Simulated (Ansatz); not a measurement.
# The cluster ZrSe2+: geometry, orbitals and charge

Aim: characterise the cluster ZrSe2+ as a doublet: its structure, frontier levels and distribution of charge and spin.

Method: UKS PBE0-D4/def2-TZVP; program: Ansatz 0.2.0, Gaussian basis.

The runs, in order: relaxation at PBE0-D4/def2-TZVP; a search for the lowest solution at PBE0-D4/def2-SVP; a single point at PBE0-D4/def2-TZVP; harmonic vibrations at PBE0-D4/def2-TZVP.

### 1 The starting structure

3 atoms, charge 1, spin multiplicity 2.

Atoms are counted from 1 here; the program's logs count them from 0.

Bond lengths: Zr1–Se2 2.453 Å, Zr1–Se3 2.455 Å, Se2–Se3 2.440 Å. Angles: Se2–Zr1–Se3 59.6°, Zr1–Se2–Se3 60.2°, Zr1–Se3–Se2 60.2°.

Coordinates:

| atom | x (Å) | y (Å) | z (Å) |
| --- | --- | --- | --- |
| Zr1 | 0.93242 | -0.75363 | 0.76015 |
| Se2 | -0.54829 | 1.18873 | 0.52704 |
| Se3 | -0.38413 | -0.43509 | -1.28719 |

Zr takes a core potential in the def2 sets. No spin-orbit coupling is included. The ion is computed in the gas phase, without counter-ions or solvent.

The start is a GFN1-xTB geometry.

### 2 Relaxation at PBE0-D4/def2-TZVP

Contents of in.yaml:

```yaml
crystal:
  periodic: [false, false, false]
  atoms:
    - {symbol: Zr, position_ang: [0.932420, -0.753630, 0.760150]}
    - {symbol: Se, position_ang: [-0.548290, 1.188730, 0.527040]}
    - {symbol: Se, position_ang: [-0.384130, -0.435090, -1.287190]}
basis:
  gaussian: {orbitals: def2-TZVP}
total_charge: 1
magnetization: {spin_polarized: true, initial_magnetization: 1}
hamiltonian: {xc: pbe0, dispersion: d4}
scf: {lower_state_search: "off"}
output: {orbitals: {seedname: orbitals}}
relax: {f_tol: 0.02, max_steps: 100}
```

Run with:

```sh
ansatz run in.yaml --threads 4 --pin off --events-out ev --progress --plain --max-ram 3916MiB
```

Further steps of the session: Searching for the lowest solution, PBE0-D4/def2-SVP; Single point, PBE0-D4/def2-TZVP; Harmonic vibrations.

Q: Predict the results of all the runs planned. Wanted: point group; near neighbours of the metal; HOMO, LUMO at PBE0-D4/def2-TZVP; ⟨S²⟩; charge on the metal; spin on the metal; lowest, highest wavenumber.

As calculated:

```
                                         quantity               value
                                      point group                 C2v
                     near neighbours of the metal  Se 2.43, Se 2.43 Å
HOMO, LUMO at PBE0-D4/def2-TZVP (over both spins)    -10.67, -7.76 eV
                                             ⟨S²⟩               0.782
charge on the metal (Mulliken, PBE0-D4/def2-TZVP)             +1.09 e
                     spin on the metal (Mulliken)                1.24
                       lowest, highest wavenumber       237, 363 cm⁻¹
```

**Reading.** The molecule keeps its bonding pattern by the stored test; the atoms moved 0.02 Å (rms). Of 1 unpaired electron, 1.24 sit on the metal by Mulliken's count, more than all: the ligands carry opposite spin. All wavenumbers are real: a minimum at this level. The alpha HOMO lies nearest to Zr1 95 % and the alpha LUMO to Zr1 83 %; Se2, Se3 about 9 % each. Whether this spin is the lowest isn't tested here.
